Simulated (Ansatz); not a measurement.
SiH2F2: a line through the functionals

The species is SiH2F2 (5 atoms), meant as a singlet with charge 0. SMILES: `F[SiH2]F`. The shape is that of a PBE0-D4/def2-TZVP optimisation.

The HOMO–LUMO gap y, in eV, basis aug-cc-pVDZ; a is the functional's share of exact exchange. Programs: Ansatz 0.2.0.

| functional | program | a | y (eV) |
| --- | --- | --- | --- |
| BLYP | Ansatz | 0 | 7.55 |
| PBE | Ansatz | 0 | 7.55 |
| B3LYP | Ansatz | 0.2 | 9.34 |
| PBE0 | Ansatz | 0.25 | 9.78 |
| r2SCAN0 | Ansatz | 0.25 | ? |
| BHLYP | Ansatz | 0.5 | 11.75 |

Question: Fit y = c + s·a to the known rows and predict r2SCAN0.

Answer: 
1. Means of the 5 rows: a = 0.1900, y = 9.194.
2. Σ(Δa)² = 0.172, Σ(Δa·Δy) = 1.4537, so the slope is 1.4537/0.172 = 8.4517.
3. Intercept: 9.194 − (8.4517) × 0.1900 = 7.588. The largest residual of the fit is 0.079.
4. r2SCAN0: 7.588 + (8.4517) × 0.25 = 9.70 eV.

The run gave 10.41 eV, so the prediction is off by -0.71 eV, more than the scatter of the fit. Exact exchange lowers occupied levels and raises empty ones. The rows mix families of semi-local functionals, which the line can't see.
